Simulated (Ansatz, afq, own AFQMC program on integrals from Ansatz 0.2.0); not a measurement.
## Where AFQMC and coupled cluster stand for GeH₂O, singlet

```json
{"atom": "Ge", "x (Å)": "0.0000", "y (Å)": "0.0000", "z (Å)": "0.2692"}
{"atom": "O", "x (Å)": "0.0000", "y (Å)": "0.0000", "z (Å)": "-1.3631"}
{"atom": "H", "x (Å)": "0.0000", "y (Å)": "1.2866", "z (Å)": "1.1183"}
{"atom": "H", "x (Å)": "0.0000", "y (Å)": "-1.2866", "z (Å)": "1.1183"}
```

Connectivity, by distances: GeH2–O.

Basis cc-pVDZ. Noble-gas cores (and the filled d shells of Ga–Kr and In–Xe) are frozen. Ansatz 0.2.0 and our own AFQMC program on the same integrals; the CISD trial comes from CCSD amplitudes, and released means the phaseless constraint is let go. Free projection: walkers drawn from exp(T), propagated without any constraint. Its projection time is finite, and what remains of the start isn't in its error. Error bars are statistical, one sigma. No spin–orbit coupling.

Determinant: UHF, the one that the program's search chose, which needn't be the lowest solution. The geometry is a point of a scan.

No full CI on the walks' own integrals is used here; CCSDT(Q) serves as the reference and is uncertain by about the last step of the cluster series.

Cautions: no relativity below Rb; no spin-orbit coupling; inner d shell frozen; higher spins were not checked; an unrestricted solution with more broken spin lies lower (8 meV, ⟨S²⟩ 0.22), while this determinant keeps restricted orbitals; raised T1 diagnostic (T1 0.031, weight of the determinant 0.87, largest double 0.11).

The T1 diagnostic is 0.0306. The weight of the determinant in the CISD state is 0.866 and the ⟨S²⟩ of the determinant is 0.000. The size of the correlated space is 12 electrons in 36 orbitals.

Reference: CCSDT(Q), correlation energy -8.764 eV. The released energy is read at 2.40 1/Eh (meV from the phaseless value at times in 1/Eh: -15 ± 27 at 0.24, -12 ± 27 at 0.51, -55 ± 27 at 0.99, -20 ± 22 at 1.62, -43 ± 50 at 2.40).

| level | E − E(reference) (kJ/mol) | share of correlation (%) |
| --- | --- | --- |
| HF | 845.6 | 0.00 |
| MP2 | 64.3 | 92.39 |
| CCSD | 36.9 | 95.64 |
| CCSD(T) | 6.5 | 99.24 |
| CCSDT | 4.5 | 99.47 |
| ph-AFQMC/HF | -1.9 ± 8.8 | 100.22 |
| ph-AFQMC/CISD | 4.3 ± 2.6 | 99.49 |
| released AFQMC | 0.2 ± 4.8 | 99.97 |
| free AFQMC | 3.1 ± 2.9 | 99.63 |

Free projections are given only where their last times agree within the noise and don't stop above the reference; a slow remainder of the start can still hide under it. A walk keeps the symmetry of its determinant, which the program's search chose and which needn't be the lowest solution, so a lower state of the same spin and another symmetry isn't excluded. Released energies are given only where the last usable release times agree within the noise; a slower fall can still hide under it.
